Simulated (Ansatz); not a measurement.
**Worked example: vertical ionisation energy of H2O2 (hydrogen peroxide)**

H2O2 has 4 atoms, charge 0, and is taken as a singlet. As SMILES, `OO`. Geometry: relaxed at PBE0-D4/def2-TZVP.

```xyz
4

O    -0.4868   -0.5811    0.0306
O     0.0483    0.7284    0.2069
H     0.1864   -1.1170    0.4674
H     0.2521    0.9698   -0.7049
```

Both states at this one shape; open shells run unrestricted unless said. 1 Eh = 27.2114 eV.

| level | program | singlet H2O2 (Eh) | doublet [H2O2]+ (Eh) |
| --- | --- | --- | --- |
| revPBE/STO-3G | Ansatz | -149.410398 | -149.121758 |
| revPBE/def2-TZVPP | Ansatz | -151.577442 | -151.171151 |
| B3LYP/def2-TZVPP | Ansatz | -151.620955 | -151.198119 |
| BCCD(T)/def2-TZVPP, 2 core orbitals frozen | Ansatz | -151.364808 | -150.944353 |

Q: Work out the vertical ionisation energy at each level.

A: 
1. revPBE/STO-3G: -149.121758 − (-149.410398) = 0.288640 Eh = 7.85 eV.
2. revPBE/def2-TZVPP: -151.171151 − (-151.577442) = 0.406291 Eh = 11.06 eV.
3. B3LYP/def2-TZVPP: -151.198119 − (-151.620955) = 0.422836 Eh = 11.51 eV.
4. BCCD(T)/def2-TZVPP: -150.944353 − (-151.364808) = 0.420455 Eh = 11.44 eV.

No measured value is set beside it here; the levels span 7.85 to 11.51 eV. Minimal sets are far from the basis-set limit.
